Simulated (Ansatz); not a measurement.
A CCSD(T) single point on C4H6O2 (`COC1C=CO1`).

```yaml
crystal:
  periodic: [false, false, false]
  atoms:
    - {symbol: C, position_ang: [-1.062278, 1.674588, 0.069767]}
    - {symbol: O, position_ang: [0.150915, 1.031177, -0.268352]}
    - {symbol: C, position_ang: [0.292005, -0.189303, 0.304091]}
    - {symbol: C, position_ang: [1.492966, -1.000326, -0.079770]}
    - {symbol: C, position_ang: [0.635603, -1.900437, -0.556207]}
    - {symbol: O, position_ang: [-0.550758, -1.252266, -0.323697]}
    - {symbol: H, position_ang: [-1.164181, 1.771265, 1.157629]}
    - {symbol: H, position_ang: [-1.030880, 2.666380, -0.378147]}
    - {symbol: H, position_ang: [-1.920792, 1.123895, -0.325088]}
    - {symbol: H, position_ang: [0.029333, -0.186096, 1.370871]}
    - {symbol: H, position_ang: [2.555822, -0.899343, 0.047227]}
    - {symbol: H, position_ang: [0.649244, -2.894734, -0.984225]}
basis:
  gaussian: {orbitals: def2-TZVPP}
correlation: {method: ccsd_t}
```

```sh
$ ansatz run in.yaml --threads 4 --pin off --events-out ev --progress --plain --max-ram 10444MiB
```

Log, shortened:

```
Functional definition: HF
1648 factors; integrals over basis functions are off by at most 1.1e-3 eV
mean field evaluation 1: about -8287.7377 eV, gradient 3.9e1 eV
mean field evaluation 2: about -8288.1515 eV, gradient 4.0e1 eV
mean field evaluation 4: about -8291.8149 eV, gradient 5.2e0 eV
mean field evaluation 8: about -8291.8860 eV, gradient 3.9e-1 eV
mean field -8291.88665232 eV, -304.7212140302 hartree, gradient 8.4e-6 eV, S^2 0.000000; 0 other end points of the search recorded, 0 dependent functions left out
6 core orbitals not correlated: weight in the atoms' cores, before any rotation towards them, 1.000 or more for the frozen orbitals, at most 0.000 for the correlated occupied ones
reference -8291.88665232 eV, -304.7212140302 hartree; 17, 17 occupied and 247, 247 virtual orbitals, 1648 factors
second order -30.47267674 eV of doubles, -0.00000000 eV of singles
cycle   1  -30.31408478 eV  change    1.6e-1 eV  update   1.2e-1
cycle   2  -31.07778923 eV  change   -7.6e-1 eV  update   3.8e-2
cycle   3  -31.26608864 eV  change   -1.9e-1 eV  update   2.0e-2
cycle   4  -31.25161749 eV  change    1.4e-2 eV  update   5.3e-3
cycle   5  -31.24954600 eV  change    2.1e-3 eV  update   2.6e-3
cycle   6  -31.25156399 eV  change   -2.0e-3 eV  update   8.3e-4
cycle   7  -31.25104783 eV  change    5.2e-4 eV  update   3.8e-4
cycle   8  -31.25082444 eV  change    2.2e-4 eV  update   1.6e-4
cycle   9  -31.25087886 eV  change   -5.4e-5 eV  update   7.4e-5
cycle  10  -31.25086962 eV  change    9.2e-6 eV  update   2.7e-5
perturbative correction -1.37837097 eV, -0.0506541987 hartree
Total energy: -8324.51589291 eV, -305.9203165050 hartree
```

Run time 4.5 min (4 threads of an Arm Neoverse V1 on a shared host); peak host memory 7.7 GiB.

The correlation energy is -32.629 eV, 4.2 % of it from (T); the T1 diagnostic reads 0.0133.
